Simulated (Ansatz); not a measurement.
# BH6Si2: the cost of one run

All numbers below are computed with Ansatz 0.2.0 (UHF/def2-SVP).

1 further run of the same task is left out (it didn't finish).

### 1 The system as given

Bond lengths: B1–Si2 1.929 Å, Si2–Si3 2.321 Å, B1–H4 1.173 Å, B1–H5 1.174 Å, Si2–H6 1.483 Å, Si2–H7 1.484 Å, Si3–H8 1.471 Å, Si3–H9 1.470 Å. Angles: B1–Si2–Si3 118.0°, B1–Si2–H6 116.5°, B1–Si2–H7 115.2°, Si3–Si2–H6 100.8°, Si3–Si2–H7 102.1°, H6–Si2–H7 101.6°, Si2–B1–H4 122.3°, Si2–B1–H5 120.8°, H4–B1–H5 117.0°, Si2–Si3–H8 119.6°, Si2–Si3–H9 121.1°, H8–Si3–H9 101.8°.

Coordinates:

```xyz
9

B    -1.0741    0.6500   -1.4306
Si    0.4161    0.4875   -0.2169
Si    0.1811   -0.9141    1.6183
H    -1.1315    0.0481   -2.4356
H    -1.9749    1.3607   -1.1834
H     0.8699    1.7352    0.4442
H     1.6770   -0.0034   -0.8251
H    -0.2194   -2.3152    1.4166
H     1.2555   -1.0487    2.6126
```

### 2 End point A

File input.yaml:

```yaml
crystal:
  periodic: [false, false, false]
  atoms:
    - { symbol: B, position_ang: [-1.07406, 0.64995, -1.43061] }
    - { symbol: Si, position_ang: [0.41614, 0.48752, -0.21686] }
    - { symbol: Si, position_ang: [0.18114, -0.91408, 1.61831] }
    - { symbol: H, position_ang: [-1.13146, 0.04807, -2.43558] }
    - { symbol: H, position_ang: [-1.9749, 1.3607, -1.18342] }
    - { symbol: H, position_ang: [0.86991, 1.73525, 0.44417] }
    - { symbol: H, position_ang: [1.67705, -0.00345, -0.82513] }
    - { symbol: H, position_ang: [-0.21936, -2.31525, 1.41656] }
    - { symbol: H, position_ang: [1.25554, -1.04871, 2.61255] }
magnetization:
  spin_polarized: true
  initial_magnetization: 1
basis:
  gaussian: { orbitals: def2-SVP }
hamiltonian:
  xc: hf
relax:
  f_tol: 0.02
  max_steps: 50
```

Run with:

```bash
> ansatz run input.yaml --threads 2 --pin off --max-ram 3072MiB --backend cpu --events-out ev --progress --plain --runs-dir out
```

What time and memory should one allow on 2 threads of Arm Neoverse V1, shared host?

About 8.7 s, with a peak of 0.18 GiB.
